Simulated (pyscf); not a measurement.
Structures and frequencies: ωB97X-D3(BJ)/def2-SVP in PySCF.

Question: Estimate by transition-state theory the rate constant of methylsilane (H₃C–SiH₃) + H atom (H•) → H₃C–SiH₂• + hydrogen (H₂) (doublet surface; H–Si broken, H–H formed) at 298 K, with ωB97M-D3(BJ)/def2-TZVP energies (ideal gas, 1 atm, RRHO with modes under 100 cm⁻¹ raised to 100, one conformer, R ln 2 for chiral ones without a mode under 150 cm⁻¹; no tunnelling).

Answer: The electronic barrier is 4.7 kcal/mol and the thermal terms add +4.0, so ΔG‡ = 8.7 kcal/mol. With k_BT/h = 6.21e+12 s⁻¹ and RT = 0.592 kcal/mol, and a volume of 4.06e-20 cm³ per molecule at 1 atm, k = 1.0e-13 cm³ molecule⁻¹ s⁻¹. Wigner's tunnelling factor for 958i cm⁻¹ would be 1.89, likely too low at so high a frequency. A shift of 1 kcal/mol in the barrier changes k by a factor 5.4. This is the saddle that the search found; another between the same sides may lie lower. The angle at the transferred H is 177°.
